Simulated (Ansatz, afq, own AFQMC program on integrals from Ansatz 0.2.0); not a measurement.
Two steps: Ansatz 0.2.0 writes the Fock matrix and Cholesky factors of the valence space, and afq projects on them the lowest state that overlaps trial and start.

```yaml
crystal:
  periodic: [false, false, false]
  atoms:
    - {symbol: Ge, position_ang: [0.000000, 0.016763, 1.221757]}
    - {symbol: Ge, position_ang: [0.000000, -0.036285, -1.277289]}
    - {symbol: H, position_ang: [0.000000, 1.387006, 1.925829]}
    - {symbol: H, position_ang: [1.233110, -0.766974, 1.725729]}
    - {symbol: H, position_ang: [-1.233110, -0.766974, 1.725729]}
    - {symbol: H, position_ang: [0.000000, 1.553826, -1.375198]}
basis:
  gaussian: {orbitals: cc-pVDZ}
magnetization: {spin_polarized: false}
correlation: {method: ccsd_t, electrons: outside_noble_gas, hamiltonian_folder: ham}
```

```sh
$ ansatz run in.yaml --threads 1 --pin off --events-out ev --progress --plain --max-ram 1843MiB
```

Options of the walk:

```
--method phaseless --trial hf --walkers 120 --populations 1 --least-time 40 --time-step 0.005 --steps-per-block 20 --equilibration-blocks 112 --max-blocks 600 --target-error 0.00126 --factor-cut 1e-05 --seed 7896 --taylor-order 6
```

Times are imaginary, in 1/Eh. The walk had a cap of 1015 s. Filled inner d shells are frozen with the cores.

```
orbitals 46  electrons 6 6  factors 384 of 826
reference energy -4152.95085192 Eh
CCSD correlation -0.22276324 Eh in 12 cycles, weight of the determinant in the CISD state 0.8578
energy of the start -4152.950852 Eh
 block  time / (1/Eh)  mean weight  energy / Eh
     1     0.100  1.0019  -4152.987126
     2     0.200  1.0033  -4153.019054
     3     0.300  1.0012  -4153.038441
     4     0.400  1.0016  -4153.059875
     5     0.500  1.0012  -4153.071348
     7     0.700  1.0004  -4153.094235
     9     0.900  0.9999  -4153.116955
    18     1.800  0.9982  -4153.149876
    52     5.200  0.9986  -4153.190474
    86     8.600  0.9993  -4153.165665
   103    10.300  1.0015  -4153.208916
   120    12.000  1.0006  -4153.186663
   154    15.400  0.9992  -4153.204452
   188    18.800  0.9988  -4153.199606
   222    22.200  0.9992  -4153.185241
   256    25.600  0.9992  -4153.182987
   290    29.000  0.9991  -4153.183041
   324    32.400  1.0011  -4153.172362
   358    35.800  1.0001  -4153.172896
   392    39.200  0.9994  -4153.166351
   426    42.600  1.0003  -4153.193926
   460    46.000  1.0009  -4153.157404
   494    49.400  1.0007  -4153.179495
   528    52.800  0.9975  -4153.160416
   562    56.200  0.9998  -4153.201643
   596    59.600  0.9998  -4153.183928
   630    63.000  0.9986  -4153.199317
   664    66.400  1.0015  -4153.168372
   698    69.800  1.0004  -4153.179321
blocks merged  error / Eh  count
     1  0.000774  600
     2  0.000978  300
     4  0.001304  150
     8  0.001633  75
    16  0.001970  37
    32  0.002144  18
    64  0.002599  9
energy -4153.186767 +/- 0.002144 Eh
(rows thinned)
```

Q: Estimate how long the walk took on 1 thread of Intel(R) Xeon(R) 6975P-C (Granite Rapids), on a shared host.

A: 2.6 min of wall time.

The run passed its tests (sampling time, drift between the halves within three errors, error under three times the target), which doesn't prove that it has relaxed.

Against this walk (error 58.3 meV) on the same determinant: CCSD(T) 207.9 meV higher, CCSDT(Q) 170.6 meV higher, a separate phaseless walk with a CISD trial and standard settings 169.4 ± 59.1 meV higher. The error is statistical and leaves out the bias of the constraint.

Cautions: constraint bias not in the error; error above the target (58.3 against 34.3 meV); no relativity below Rb; no spin-orbit coupling; inner d shell frozen; higher spins were not checked; restricted determinant unstable towards unrestricted (UHF 44 meV lower, ⟨S²⟩ 0.30).

CCSDT and higher add their correlation energy to the determinant of the CCSD(T) run, since their own runs factorise the integrals more tightly (a shift of under 2 meV). A walk keeps the symmetry of its determinant, which the program's search chose and which needn't be the lowest solution, so a lower state of the same spin and another symmetry isn't excluded.
